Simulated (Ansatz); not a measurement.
`CO[SiH]` + H₂S → `[SiH]S` + CH₃OH at 400 K and 1 bar (ligand exchange at the Si–O bond).

Isolated molecules relaxed with PBE0-D4/def2-TZVP in Ansatz; ΔE leaves out vibrations. CCSD(T)/CBS adds triple-zeta CCSD(T) − MP2 to the extrapolated MP2 energy (def2 sets, frozen cores). This one scheme is used for every species.

```json
{"species": "`CO[SiH]`", "CCSD(T)/CBS energy (Eh)": "-404.67988", "H − E (kJ/mol)": "150.5", "S (J/(mol·K))": "299.8"}
{"species": "H₂S", "CCSD(T)/CBS energy (Eh)": "-398.97279", "H − E (kJ/mol)": "53.4", "S (J/(mol·K))": "215.9"}
{"species": "`[SiH]S`", "CCSD(T)/CBS energy (Eh)": "-688.02937", "H − E (kJ/mol)": "61.1", "S (J/(mol·K))": "271.5"}
{"species": "CH₃OH", "CCSD(T)/CBS energy (Eh)": "-115.61712", "H − E (kJ/mol)": "151.2", "S (J/(mol·K))": "252.6"}
```

H − E and S are ideal-gas, rigid-rotor, harmonic terms from PBE0-D4/def2-TZVP. 1 Eh = 2625.50 kJ/mol, R = 8.31446 J/(mol·K).

Task: By hand: ΔE, ΔH, ΔS and ΔG.

Result: ΔE = (-688.02937) + (-115.61712) − (-404.67988) − (-398.97279) = 0.00618 Eh = 16.2 kJ/mol. Δ(H − E) = 61.1 + 151.2 − 150.5 − 53.4 = 8.4, so ΔH = 24.6 kJ/mol. ΔS = 271.5 + 252.6 − 299.8 − 215.9 = 8.4 J/(mol·K). ΔG = 24.6 − 400 × (8.4)/1000 = 21.2 kJ/mol.

Task: By hand: the equilibrium constant, and the temperature at which ΔG would vanish if ΔH and ΔS stayed fixed.

Result: log₁₀ K = −ΔG/(RT ln 10) = -2.8. ΔG = 0 at ΔH/ΔS = 2929 K, far beyond where these terms or the molecules hold.

The number of gas molecules stays the same, so ΔS is small and ΔH decides. A doubt of 5 kJ/mol in ΔE shifts log₁₀ K by 0.7 here. These are equilibria of isolated gas molecules and say nothing of rates. Largest T1 diagnostic: 0.016 (customary marks: 0.02 for closed shells, 0.045 for open ones).
